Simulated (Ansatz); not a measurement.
The input, for Ansatz 0.2.0:

```yaml
crystal:
  periodic: [false, false, false]
  atoms:
    - {symbol: Al, position_ang: [0.000000, -0.005870, 0.624344]}
    - {symbol: C, position_ang: [0.000000, -0.038409, -1.225855]}
    - {symbol: H, position_ang: [0.000000, 0.614829, -2.105683]}
basis:
  gaussian: {orbitals: 6-31G, fitting: {mean_field: def2-universal-jkfit}}
correlation: {active_space: {window: {electrons: 2, orbitals: 8}, fixed_orbitals: true, states: [{multiplicity: 1, weights: [1, 0.5, 0.5, 1]}, {multiplicity: 3, weights: [1]}]}}
accuracy: high
scf: {lower_state_search: light}
```

```sh
$ ansatz run in.yaml --threads 1 --pin off --events-out ev --progress --plain --max-ram 2393MiB
```

The program prints:

```
221 factors; integrals over basis functions are off by at most 4.5e-2 eV
mean field evaluation 1: about -7619.5925 eV, gradient 2.5e1 eV
mean field evaluation 2: about -7620.2651 eV, gradient 2.5e1 eV
mean field evaluation 4: about -7622.8736 eV, gradient 1.9e0 eV
mean field evaluation 8: about -7623.0359 eV, gradient 9.8e-8 eV
mean field evaluation 16: about -7623.0755 eV, gradient 1.3e-2 eV
mean field evaluation 32: about -7623.0316 eV, gradient 6.2e-1 eV
mean field evaluation 64: about -7623.0755 eV, gradient 1.2e-2 eV
mean field evaluation 96: about -7623.0359 eV, gradient 2.4e-4 eV
mean field -7623.07556877 eV, -280.1428600459 hartree, gradient 8.5e-9 eV, S^2 0.000000; 8 other end points of the search recorded, 0 dependent functions left out
reference -7623.07556877 eV, -280.1428600459 hartree; 10, 10 occupied and 14, 14 virtual orbitals, 221 factors
state -7623.43713262 eV, -280.1561472725 hartree
state -7621.95796448 eV, -280.1017888461 hartree
state -7619.50426803 eV, -280.0116171647 hartree
state -7618.46189581 eV, -279.9733106921 hartree
state -7622.95418198 eV, -280.1383991639 hartree
Total energy: -7621.39608167 eV, -280.0811400335 hartree
```

Natural occupations, averaged over the states: 1.1033 0.6083 0.2556 0.0234 0.0056 0.0025 0.0008 0.0004.

The total printed last is the weighted mean of the 5 states, 2.041 eV above the lowest of them, and is no single state's energy.

Ran on 1 thread of Arm Neoverse V1, shared host: 0.27 s wall, 0.14 GiB peak host memory.
